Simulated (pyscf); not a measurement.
Thermochemistry of product channels of `[OH][Zn][Cl]` + `[FH]` on the singlet surface, in eV, from CCSD(T)/def2-TZVPP + ΔMP2(QZVPP) energies (ideal gas, 1 atm, RRHO with modes under 100 cm⁻¹ raised to 100, one conformer, R ln 2 for chiral ones without a mode under 150 cm⁻¹). Single points on ωB97X-D3(BJ)/def2-SVP structures (PySCF, gas phase). Correlated levels are frozen-core, on RHF or UHF. ΔMP2 is the change of the MP2 total energy from the triple- to the quadruple-zeta basis.

| products | ΔE | ΔH(298 K) | ΔG(600 K) | ΔG(1200 K) |
|---|---|---|---|---|
| `[OH][Zn][F]` + `[ClH]` | +0.69 | +0.64 | +0.63 | +0.64 |
| `[OH2]` + `[F][Zn][Cl]` | -0.28 | -0.24 | -0.21 | -0.17 |

These are energies of the channels, which say nothing of barriers. The CCSD(T) − MP2 part came from Ansatz, without density fitting, on the same reference. The frozen core leaves the outer d or s,p core shells of the metals and heavy elements correlated in the MP2 and CC values, and def2-TZVPP describes them poorly, which can shift differences by a few kcal/mol. Elements up to Kr have no core potential and no relativistic terms here.
